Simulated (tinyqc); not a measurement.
The basis set: RHF and MP2 along a ladder of basis sets, for BH3, spin multiplicity 1. Computed by the program tinyqc with PySCF. Command: `OMP_NUM_THREADS=1 python tinyqc.py 113673 113674 out.jsonl`; one thread of a shared host (Intel(R) Xeon(R) Processor @ 2.60GHz), about 4 s.

Geometry (angstrom):

| atom | x | y | z |
|---|---|---|---|
| B | 0.0000 | 0.0000 | 0.0390 |
| H | 1.1440 | 0.0000 | 0.0000 |
| H | -0.5720 | 0.9910 | 0.0000 |
| H | -0.5720 | -0.9910 | 0.0000 |

Same geometry throughout; the dipole is taken about the origin.

RHF and frozen-core MP2 in a ladder of bases:

| basis | functions | E(RHF) (hartree) | E(MP2 corr) (hartree) | HOMO (eV) | LUMO (eV) | dipole (debye) |
|---|---|---|---|---|---|---|
| sto-3g | 8 | -26.069799 | -0.033785 | -12.9377 | 6.4268 | 0.1223 |
| 3-21g | 15 | -26.234007 | -0.053957 | -13.7888 | 2.1589 | 0.1157 |
| 6-31g | 15 | -26.373753 | -0.053640 | -13.6945 | 2.3928 | 0.1124 |
| 6-31g** | 29 | -26.389337 | -0.093011 | -13.7030 | 2.4759 | 0.1108 |
| cc-pvdz | 29 | -26.385924 | -0.091349 | -13.7087 | 1.9490 | 0.1016 |
| aug-cc-pvdz | 50 | -26.386752 | -0.094783 | -13.7322 | 0.9008 | 0.0963 |
| cc-pvtz | 72 | -26.396989 | -0.113527 | -13.7768 | 1.6727 | 0.0987 |

From cc-pVDZ to cc-pVTZ the RHF energy falls by 11.1 mhartree and the correlation energy by 22.2. If valence correlation converges as X^-3, (27 E(T) - 8 E(D))/19 gives -0.1229 hartree, a rough estimate from such small X that usually falls short; STO-3G holds about 27 % of it. Beyond STO-3G the LUMO moves by 1.6 eV and the HOMO by 0.1 eV.
